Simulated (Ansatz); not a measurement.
Ansatz (an electronic-structure program) input (HSE06/def2-TZVPD):

Ansatz 0.2 input:
```yaml
crystal:
  periodic: [false, false, false]
  atoms:
    - {symbol: C, position_ang: [-0.00000000, -0.00000000, -0.73641303]}
    - {symbol: N, position_ang: [0.00000000, 0.00000000, 0.42763309]}
    - {symbol: H, position_ang: [0.00000000, 0.00000000, 1.42504654]}
basis:
  gaussian:
    orbitals: def2-TZVPD
hamiltonian:
  xc: {name: HSE06}
output: {forces: true}
```

End of the output:

```
integrals: 0.01 GiB planned
404 factors; their error is unknown
integrals: 0.04 GiB planned
46 factors; integrals over basis functions are off by at most 2.8e-5 eV
mean field: 0.16 GiB planned
mean field evaluation 1: about -2536.0000 eV, gradient 4.2e1 eV
mean field evaluation 2: about -2533.3911 eV, gradient 5.4e1 eV
mean field evaluation 4: about -2539.3160 eV, gradient 1.7e0 eV
mean field evaluation 8: about -2539.3304 eV, gradient 2.5e-2 eV
mean field -2539.33039468 eV, -93.3186707845 hartree, gradient 2.6e-5 eV, S^2 0.000000; 0 other end points of the search recorded, 0 dependent functions left out
the calculation of the forces begins
reference -2539.33042390 eV, -93.3186718582 hartree; 7, 7 occupied and 76, 76 virtual orbitals, 404 factors
Total energy: -2539.33042390 eV, -93.3186718582 hartree
Atom 0 at    -0.000000    -0.000000    -0.736413 Å, force    -0.000000     0.000000     0.022389 eV/Å
Atom 1 at     0.000000     0.000000     0.427633 Å, force     0.000000    -0.000000    -0.028376 eV/Å
Atom 2 at     0.000000     0.000000     1.425047 Å, force    -0.000000     0.000000     0.005987 eV/Å
Dipole moment:     0.000000     0.000000     0.641567 e Å
```
